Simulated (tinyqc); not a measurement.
Orbital energy against energy difference: ionisation energy by orbital energies and by energy differences in the 6-31g* basis, for H2O, spin multiplicity 1. Computed by the program tinyqc with PySCF. 

Geometry (angstrom):
```
atom       x        y       z
O     0.0000   0.0000  0.0000
H     0.0000   0.7300  0.5490
H     0.0000  -0.7540  0.5670
```

CCSD(T) difference in the same basis = 12.1184 eV

IP-EOM-CCSD = 11.9414 eV

The cation is unrestricted; errors are against CCSD(T) in this basis, not against experiment.

First vertical ionisation energy (eV):
```
method     -e(HOMO)  E(cation) - E  error of -e(HOMO)  error of the difference
HF           13.584       10.96365              1.465                   -1.155
LDA           6.328       12.81181             -5.790                    0.693
PBE           6.238       12.46589             -5.881                    0.348
B3LYP         7.965       12.51056             -4.153                    0.392
PBE0          8.336       12.39355             -3.782                    0.275
CAM-B3LYP     9.860       12.50535             -2.258                    0.387
LC-wPBE      11.324       12.55207             -0.794                    0.434
```

Koopmans errs by +1.47 eV and Delta-HF by -1.15 eV: relaxation, 2.62 eV, lowers the value and the missing correlation difference works against it. The PBE level is off by -5.9 eV through the wrong tail of its potential, though its energy difference is off by +0.35 eV; exact exchange deepens the level, and among the orbital energies LC-wPBE comes closest; among the differences PBE0 does.
